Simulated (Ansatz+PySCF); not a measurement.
Results of a calculation; reference values are marked as such.
**Several solutions for singlet NO₂(-)**

```xyz
3

N     0.0191    0.0224   -0.4971
O    -0.0070    1.1057    0.2215
O    -0.0130   -1.0765    0.1540
```

Basis set: def2-SVP (spherical functions). Charge -1, multiplicity 1.

CASSCF(4,3) was run from several starts with Ansatz (development build ahead of 0.2.0) and PySCF 2.14.0. The starts are those of the Hartree–Fock orbitals from which the active space was taken at the frontier.

```
run  program                        start  converged  energy (hartree)  <S²>
  A   Ansatz  search for the lowest state        yes        -203.92529  0.00
  B   Ansatz      stability test followed        yes        -203.92529  0.00
  C    PySCF             program defaults        yes        -203.92055  0.00
  D   Ansatz      atomic start, no search        yes        -203.92529  0.00
```

**Question.** Which runs reached the lowest solution of this kind, and what is wrong with the others?

**Answer.** A, B, D reached the lowest solution found. Converged but too high: C by 0.13 eV. Convergence only shows a stationary point; in CASSCF the end hangs on which orbitals enter the active space. Caution: no diffuse functions for an anion. Caution: other starts end on other solutions of this active space.
